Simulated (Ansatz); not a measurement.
## Potassium, bcc: convergence with Fermi-Dirac smearing

Computed with Ansatz, r²SCAN, scalar-relativistic PAW, on the relaxed cell (a = 5.340 Å; spin not included). Errors count from a run at 500 eV on a Γ-centred 14×14×14 mesh with Fermi-Dirac smearing of 0.1 eV, extrapolated to zero width. Fixed here: cutoff 500 eV, mesh 8×8×8. The SCF starts from atomic densities corrected by a trained network.

```csv
width (eV),E(σ→0) error (meV/atom),F error (meV/atom),P (GPa),SCF iterations
0.01,7.3,6.9,0.02,6
0.03,6.7,5.0,0.02,6
0.2,1.8,-48.0,0.06,6
0.3,0.4,-109.6,0.11,6
0.6,-16.1,-429.9,0.32,6
1.0,-97.2,-1121.1,0.71,6
```

Question: What does the run at 0.1 give (width)?

Answer: E(σ→0) error (meV/atom): 4.8; F error (meV/atom): -9.3; P (GPa): 0.03; SCF iterations: 6.
